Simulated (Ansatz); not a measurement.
A made-up structure of BSiH₂O, doublet:

B1  (0.306, -0.556, 1.148)
O2  (-0.814, 0.026, 1.445)
Si3  (-0.134, 0.212, -0.406)
H4  (-0.292, -0.853, -1.420)
H5  (0.934, 1.171, -0.766)
(Å)

It is relaxed with PBE-D4/def2-SVP and then PBE0-D4/def2-TZVP (Ansatz 0.2.0). Atoms count as bonded within 1.22 times the sum of their covalent radii (H–H: 0.88 Å). The end point is not checked to be a true minimum.

(1) Does its bonding change? (A judgement: the text doesn't fix the answer.)

Results:

(1) By the calculation: No: no bond forms or breaks.

Where it ends: The first stage lowers the energy by 1.17 eV in 7 steps. It ends as BSiH₂O ([B]1[O][SiH2]1):
```csv
atom,x (Å),y (Å),z (Å)
B1,0.2615,-0.6451,1.5055
O2,-0.7251,0.0868,1.0896
Si3,0.2820,-0.0470,-0.3828
H4,-0.5222,-0.7097,-1.4335
H5,0.7038,1.3150,-0.7789
```

Labels in which every atom is bracketed show which atoms are joined, not bond orders.

For scale, one of the runs: PBE0-D4/def2-TZVP relaxation, 111 basis functions, launched by `ansatz run in.yaml --threads 2 --pin off --events-out ev --progress --plain --max-ram 4352MiB`. Hardware: 2 CPU threads of an AMD EPYC 9B45, shared host. Wall time about 6.5 s.
